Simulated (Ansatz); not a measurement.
The reference is InAs in the zinc blende structure (space group F-43m, No. 216; a = 6.109 Å).

Level of theory: Ansatz (a first-principles code), r2SCAN, PAW, cutoff 500 eV, scalar-relativistic without spin-orbit coupling.

It is then changed as follows: full substitution As → P; the structure is relaxed again.

Measured lattice parameter a: InAs 6.047 Å (static lattice; corrected from measurement; as listed in Daniel Mejia-Rodriguez, S. B. Trickey, Phys. Rev. B (2018)); InP 5.858 Å (static lattice; corrected from measurement; as listed in Daniel Mejia-Rodriguez, S. B. Trickey, Phys. Rev. B (2018)).

Q: How well does r2SCAN reproduce the measured shift?

A: With r2SCAN the lattice parameter a moves by -0.202 Å (6.109 → 5.907) against -0.189 Å measured.

No phonon test of stability was made.
